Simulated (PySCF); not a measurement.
# Two-dimensional NMR puzzle

Compound of formula C5H10O. Correlations simulated from computed shifts and the bond graph:

HSQC (one-bond C–H):
```
  δH    δC
2.23  48.9
2.14  32.2
1.56  21.0
0.97  15.7
```

COSY cross peaks (H two or three bonds apart, from the bond graph; peaks can be absent where the dihedral angle is near 90°):
```
  δH    δH
2.23  1.56
1.56  0.97
```

HMBC (two and three bonds, from the bond graph):
```
  δH                       δC
2.23  211.4, 32.2, 21.0, 15.7
2.14              211.4, 48.9
1.56        211.4, 48.9, 15.7
0.97               48.9, 21.0
```

Carbons without hydrogens: δ 211.4.

PySCF 2.14.0 with density-fitted response routines calculation with GIAO PBE0/pcSseg-1 shieldings and geometry from GFN2-xTB; fast rotation and ring inversion assumed for equivalent nuclei, single conformer, no solvent, non-relativistic Hamiltonian.

δ = σ(ref) − σ, references computed at the same level: $^{1}$H (σ = 31.72 ppm) and $^{13}$C (σ = 186.93 ppm) vs TMS.

Exchangeable hydrogens are left out of these lists.

**Question.** Which molecule is this?

**Answer.** SMILES CCCC(C)=O.

Atom-mapped SMILES (the numbers label the heavy atoms): `[CH3:1][CH2:2][CH2:3][C:4]([CH3:5])=[O:6]`. Hydrogens are named by the atom that carries them.

- δC 211.4 is C4, a ketone carbonyl carbon.
- δC 48.9 is C3, an sp3 CH2 α to a carbonyl (δH 2.23).
- δC 32.2 is C5, a methyl carbon α to a carbonyl (δH 2.14).
- δC 21.0 is C2, an sp3 CH2 (δH 1.56).
- δC 15.7 is C1, a methyl carbon (δH 0.97).
- HMBC from δH 2.23 reaches the proton-free carbon C4.
- HMBC from δH 2.14 reaches the proton-free carbon C4.
- HMBC from δH 1.56 reaches the proton-free carbon C4.
- COSY links 2.23–1.56, 1.56–0.97.

The data come from this structure; uniqueness wasn't tested.

Shifts are as computed. Against solution values, carbons near 30 ppm lie about +3 ppm off and those near 130 ppm about +5 ppm. Of 1211 compounds with measured shifts, 218 miss one by over three times the rms of a fit or turn the order of signals round; such compounds aren't used in these exercises.
